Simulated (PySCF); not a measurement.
```xyz
3
charge 0 multiplicity 3, angstrom
O    -0.5112    0.0000   -1.5219
S    -0.8055    0.0000   -0.0670
S     1.0612    0.0000    0.8283
```

Method: PySCF, UPBE0, basis O def2-TZVP, S def2-TZVP (no relativity, density fitting).

This geometry of OS₂ is a stationary point at this level.

(1) What is the point group?

(2) Is it a minimum?

(3) List the harmonic modes with their infrared intensities.

(4) What are the dipole moment and the gap between the highest occupied and lowest empty levels of either spin?

(5) Give the atomic charges and bond orders.

## Answers

(1) Cs.

(2) Yes: all harmonic wavenumbers are real.

(3) 
```tsv
symmetry	ω (cm⁻¹)	IR (km/mol)
a'	166	9.3
a'	492	48.4
a'	1123	58.4
```

(4) 2.07 D and 1.40 eV.

(5) 
| atom | Mulliken | Löwdin | polar tensor | spin (Mulliken) | Mayer order to O1 |
| --- | --- | --- | --- | --- | --- |
| O1 | -0.37 | -0.34 | -0.49 | 0.40 | – |
| S2 | 0.37 | 0.26 | 0.66 | 0.53 | 1.73 |
| S3 | 0.01 | 0.07 | -0.17 | 1.08 | 0.21 |
Other Mayer orders above 0.3: S–S 1.20.

This need not be the most stable arrangement of these atoms.
